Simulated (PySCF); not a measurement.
Species: C₅H₄S (triplet state).
Z-matrix (Å and degrees, PBE0-D3(BJ)/def2-SVP geometry), rows numbered from 1:
```
C 
C   1  1.3695
C   2  1.4157  1  129.18
C   3  1.4051  2  113.18  1   179.99
C   4  1.3789  3  113.17  2    -0.04
S   5  1.7210  4  112.30  3     0.04
H   1  1.0879  2  136.08  3    -0.03
H   3  1.0902  2  122.04  1    -0.05
H   4  1.0911  3  123.84  2   179.97
H   5  1.0893  4  127.75  3   179.99
```

Computed, not measured: PySCF 2.14.0, PBE0-D3(BJ)/def2-SVP geometry optimisation, gas phase.

Take the most abundant isotopes and a rigid rotor. The values belong to one conformer with, in the numbering `[CH:1][c:2]1[cH:3][cH:4][cH:5][s:6]1`, H–C1–C2–C3 0°.

Question: Give the principal moments of inertia and the rotational constants in cm⁻¹.

Answer: Ia = 96.01, Ib = 141.79, Ic = 237.81 u·Å²; 505379 MHz·u·Å²/I gives 5264, 3564 and 2125 MHz, that is A = 0.17558, B = 0.11889, C = 0.07089 cm⁻¹.

Question: What kind of rotor is it?

Answer: An asymmetric top; Ray's κ = -0.083.

Question: What does the inertial defect say?

Answer: Planar: Δ = Ic − Ia − Ib = 0.00 u·Å². For a rigid frame Δ = −2 Σ m c², so it vanishes when all atoms lie in the ab plane; here none is more than 0.01 Å from it.

Question: Give the coordinates in the principal-axis frame, origin at the centre of mass.

Answer: The sense of each axis is arbitrary; atoms in the order of the calculation.
```csv
atom,mass (u),a (Å),b (Å),c (Å)
C1,12.000,2.272,-0.071,0.000
C2,12.000,0.911,-0.224,0.000
C3,12.000,0.145,-1.415,0.000
C4,12.000,-1.240,-1.182,0.000
C5,12.000,-1.565,0.158,0.000
S6,31.972,-0.171,1.168,0.000
H7,1.008,3.135,-0.732,0.001
H8,1.008,0.610,-2.401,0.000
H9,1.008,-1.990,-1.974,0.000
H10,1.008,-2.559,0.604,0.000
```

Question: List the rotational levels J(Ka,Kc) to J = 2 (MHz).

Answer: Above 0(0,0):
J = 1: 1(0,1) 5689, 1(1,1) 7389, 1(1,0) 8828
J = 2: 2(0,2) 16464, 2(1,2) 17328, 2(1,1) 21646, 2(2,1) 26744, 2(2,0) 27348
The levels of one J sum to (2J + 1)J(J + 1)(A + B + C)/3.

Question: Predict some low-J microwave lines.

Answer: The dipole components are |μa| = 0.50 D, |μb| = 1.19 D, |μc| = 0.00 D; the mirror of this Cs structure is the ab plane, so μc vanishes by symmetry and there are no c-type lines. Intensities carry the squares of the components, which stand as 0.18 : 1.00 (a : b). Some lines, for components of 0.1 D or more:

```
type  branch         J(Ka,Kc)    MHz  lower level (cm⁻¹)
   a       Q  2(2,0) ← 2(2,1)    604               0.892
   b       Q  1(1,0) ← 1(0,1)   3138               0.190
   a       Q  5(3,2) ← 5(3,3)   3425               3.642
   b       R  1(1,1) ← 0(0,0)   7389               0.000
   b       Q  3(3,0) ← 3(2,1)  10052               1.546
   a       R  2(0,2) ← 1(0,1)  10774               0.190
   b       Q  4(3,2) ← 4(2,3)  13762               2.204
   b       Q  4(4,0) ← 4(3,1)  15204               2.699
   a       Q  5(1,4) ← 5(1,5)  18151               2.478
   a       R  4(0,4) ← 3(0,3)  19249               1.054
   b       Q  5(5,0) ← 5(4,1)  20230               4.210
   a       R  4(2,3) ← 3(2,2)  22266               1.461
   b       R  3(3,1) ← 2(2,0)  28882               0.912
   a       R  5(3,3) ← 4(3,2)  29335               2.663
   a       R  5(4,1) ← 4(4,0)  30075               3.207
   b       R  5(4,2) ← 4(3,1)  44930               2.699
   b       R  5(5,1) ← 4(4,0)  50296               3.207
```

Question: Estimate the classical rotational partition function at 200 K, 298.15 K and 500 K.

Answer: Point group Cs, symmetry number σ = 1; q = (√π/σ)·√((kT/h)³/(ABC)), k/h = 20836.6 MHz/K: 75500 at 200 K, 137000 at 298.15 K, 299000 at 500 K.

For this open shell read J as N, the rotation without spin; fine and hyperfine splittings come on top. Whether it is a minimum is left open (no frequencies). ⟨S²⟩ = 2.056 (exact for a triplet: 2.00). This triplet need not be the ground state; the singlet was not compared here. Constants of a rigid frame at the computed geometry: no zero-point averaging, no centrifugal distortion.
